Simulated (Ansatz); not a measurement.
# AlBH₂ (triplet): wave-function methods side by side at scale of all distances = 1.759, 6-31G

How much of the correlation energy of AlBH₂ (triplet) does each wave-function method recover here?

The runs use Ansatz 0.2.0, Gaussian basis; 6-31G, core rule «outside noble gas», up to 6 orbitals frozen.

To be run: UHF; CCSD(T) on ROHF; CCSD(T) on UHF; BCCD(T) on ROHF; CISD; CCSDT(Q) on ROHF; CCSDT(Q) on UHF; CISDTQ; CASSCF and MRCISD+Q, 4 electrons in 4 orbitals; CASSCF and NEVPT2, 4 electrons in 4 orbitals; CASSCF and MRCISD+Q, 8 electrons in 10 orbitals; CASSCF and NEVPT2, 8 electrons in 10 orbitals; Full CI.

17 further runs of the same task are left out: 16 that didn't finish, 1 set aside as unsound or not needed.

### Step 1. What is computed

The geometry derives from a PBE0/def2-TZVP stationary point (not a proven minimum). All distances are scaled together.

4 atoms, charge 0, spin multiplicity 3.

Atoms are counted from 1 here; the program's logs count them from 0.

No contacts short enough for the rule that draws bonds.

### Step 2. UHF

in.yaml

```yaml
crystal:
  periodic: [false, false, false]
  atoms:
    - {symbol: B, position_ang: [0.000000, 0.000000, 1.849288]}
    - {symbol: Al, position_ang: [0.000000, 0.000000, -1.508314]}
    - {symbol: H, position_ang: [0.000000, 0.000000, 3.930340]}
    - {symbol: H, position_ang: [0.000000, 0.000000, -4.271313]}
basis:
  gaussian: {orbitals: 6-31G}
magnetization: {spin_polarized: true, initial_magnetization: 2}
hamiltonian: {xc: hf}
output: {orbitals: {seedname: orbitals}}
```

Launch:

```console
ansatz run in.yaml --threads 1 --pin off --events-out ev --progress --plain --max-ram 2393MiB
```

The runs that follow: CCSD(T) on ROHF; CCSD(T) on UHF; BCCD(T) on ROHF; CISD; CCSDT(Q) on ROHF; CCSDT(Q) on UHF; CISDTQ; CASSCF and MRCISD+Q, 4 electrons in 4 orbitals; CASSCF and NEVPT2, 4 electrons in 4 orbitals; CASSCF and MRCISD+Q, 8 electrons in 10 orbitals; CASSCF and NEVPT2, 8 electrons in 10 orbitals; Full CI.

**Question.** What will the summary of the whole plan be? Wanted: FCI below the RHF energy; RMP2 from FCI; UMP2 from FCI; RCCSD from FCI; RCCSD(T) from FCI; UCCSD(T) from FCI; RCCSDT(Q) from FCI; UCCSDT(Q) from FCI; NEVPT2 pair from FCI.

The runs gave:

```
                         quantity                                                           value
         FCI below the RHF energy                                                      -3.4518 eV
                    RMP2 from FCI                                                 +35.15 kcal/mol
                    UMP2 from FCI                                                 +35.04 kcal/mol
                   RCCSD from FCI                                                  +3.73 kcal/mol
                RCCSD(T) from FCI                                                  +2.17 kcal/mol
                UCCSD(T) from FCI                                                  +2.17 kcal/mol
               RCCSDT(Q) from FCI                                                  +0.50 kcal/mol
               UCCSDT(Q) from FCI                                                  +0.46 kcal/mol
             NEVPT2 pair from FCI                                                 +24.74 kcal/mol
          NEVPT2 valence from FCI                                                  +5.03 kcal/mol
        MRCISD+Q valence from FCI                                                  +0.76 kcal/mol
levels within 1 kcal/mol (43 meV)  RCCSDT, UCCSDT, CISDTQ, RCCSDT(Q), UCCSDT(Q), MRCISD+Q valence
                    T1 diagnostic                                                           0.046
   effectively unpaired electrons                                                            2.53
```

What this shows: RCCSD(T) misses by +2.17 kcal/mol, 2.7 % of the correlation energy. The occupations show some static correlation. Of the multireference levels listed MRCISD+Q valence comes nearest in total energy (+0.76 kcal/mol), which doesn't show that its space is the better one. Coupled cluster took another determinant than the lowest Hartree-Fock one. These misses are within one basis, not against nature; the frozen cores of restricted and unrestricted runs differ, which can shift their rows.
